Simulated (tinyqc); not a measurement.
Inside a calculation. Method: harmonic frequencies on the RHF/sto-6g surface (energies and gradients from PySCF), for HF, spin multiplicity 1. Computed by tinyqc, a small Python program that keeps every step (integrals from PySCF). Settings: charge = 0, multiplicity = 1, basis = sto-6g, delta = 0.005. Command: `OMP_NUM_THREADS=1 python tinyqc.py 29782 29783 out.jsonl` (the two numbers bound the seeds that draw the settings). One thread of a shared host (Intel(R) Xeon(R) Processor @ 2.60GHz), about 2 s of CPU time with the checks.

## One row of the Hessian: 2Hz

optimised positions (bohr):
```
           x         y          z
1F  0.000000  0.000000  -0.133292
2H  0.000000  0.000000   1.669639
```

gradient at +delta (hartree/bohr):
```
             x           y            z
1F  0.00000000  0.00000000  -0.00352577
2H  0.00000000  0.00000000   0.00352577
```

gradient at -delta (hartree/bohr):
```
             x           y            z
1F  0.00000000  0.00000000   0.00352364
2H  0.00000000  0.00000000  -0.00352364
```

Displace 2Hz by +/-0.005 bohr; H(k, :) = (g(+) - g(-)) / (2 delta).

row of the Hessian (hartree/bohr^2): 1Fx 0.00000000, 1Fy 0.00000000, 1Fz -0.70494066, 2Hx 0.00000000, 2Hy 0.00000000, 2Hz 0.70494066

## Hessian by finite differences

All rows are made in the same way, and the matrix is symmetrised.

Hessian (symmetrised) (hartree/bohr^2), lower triangle:
```
             1Fx          1Fy          1Fz         2Hx         2Hy         2Hz
1Fx   0.00001850
1Fy   0.00000000   0.00001850
1Fz   0.00000000   0.00000000   0.70494066
2Hx  -0.00001850   0.00000000   0.00000000  0.00001850
2Hy   0.00000000  -0.00001850   0.00000000  0.00000000  0.00001850
2Hz   0.00000000   0.00000000  -0.70494066  0.00000000  0.00000000  0.70494066
```

## Normal modes

masses (u): 1F 18.998403, 2H 1.007825

Diagonalise H_ij / sqrt(m_i m_j); the 5 smallest eigenvalues belong to translations and rotations; wavenumber = sqrt(eigenvalue / 1822.888) x 219474.63; each mode has its largest component positive (the first on a tie); zero-point energy = sum of wavenumbers / 2, with 349.755 1/cm per kcal/mol.

eigenvalues of the mass-weighted Hessian (hartree/(bohr^2 u)): 0.000000  0.000000  0.000000  0.000019  0.000019  0.736573

harmonic wavenumbers of the vibrations (1/cm): 4411.8

mass-weighted modes:
```
        mode 1
1Fx   0.000000
1Fy   0.000000
1Fz  -0.224445
2Hx   0.000000
2Hy   0.000000
2Hz   0.974487
```

zero-point energy = 6.306930 kcal/mol
